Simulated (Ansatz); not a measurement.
# Equilibrium of BH(CH3)F ⇌ BF + CH4 at process temperatures

Species: BH(CH3)F, singlet; BF, singlet; CH4 (methane) `C`, singlet. 

The electronic reaction energy at CCSD(T)/CBS estimate is +205.2 kJ/mol. Shapes: PBE0-D4/def2-TZVP. Programs: Ansatz 0.2.0. Enthalpy and entropy come from rigid-rotor, harmonic-oscillator sums on unscaled PBE0-D4/def2-TZVP wavenumbers, ideal gases at 1 bar. Symmetry numbers: BH(CH3)F 1, BF 1, CH4 12. R = 8.3145 J/(mol K).

```
T (K)  ΔH (kJ/mol)  ΔS (J/(mol K))
  600       +200.6          +109.6
  800            ?               ?
 1000       +196.0          +103.8
```

Q: Work out ln K at 600 and 1000 K, and from these estimate it at 800 K.

A: 
1. 600 K: ΔG = +200.6 − 600 × (+109.6)/1000 = +134.8 kJ/mol; ln K = −ΔG/RT = -27.02.
2. 1000 K: ΔG = +196.0 − 1000 × (+103.8)/1000 = +92.2 kJ/mol; ln K = −ΔG/RT = -11.09.
3. Slope against 1000/T: (-11.09 − (-27.02))/(1.0000 − 1.6667) = -23.89, that is −ΔH/R with ΔH near +199 kJ/mol.
4. 800 K: ln K = -27.02 + (-23.89) × (1.2500 − 1.6667) = -17.07.

The full sums give ΔH = +198.4 kJ/mol, ΔS = +106.5 J/(mol K), ΔG = +113.2 kJ/mol and ln K = -17.02 at 800 K, so the line is off by -0.05 in ln K; without rounding the miss is -0.04, from the change of ΔH with temperature. The reactants are favoured over this whole range. The number of molecules rises, which sets the sign of ΔS, and lower pressure favours the products. An error of 10 kJ/mol in the energy moves ln K by 1.5 at 800 K. Soft modes are treated as harmonic, which can err either way at these temperatures; the lowest are those of BH(CH3)F (67 cm⁻¹). The CBS estimate extrapolates MP2 from def2-TZVPP and def2-QZVPP and adds CCSD(T) − MP2 in the triple-zeta set, cores frozen.
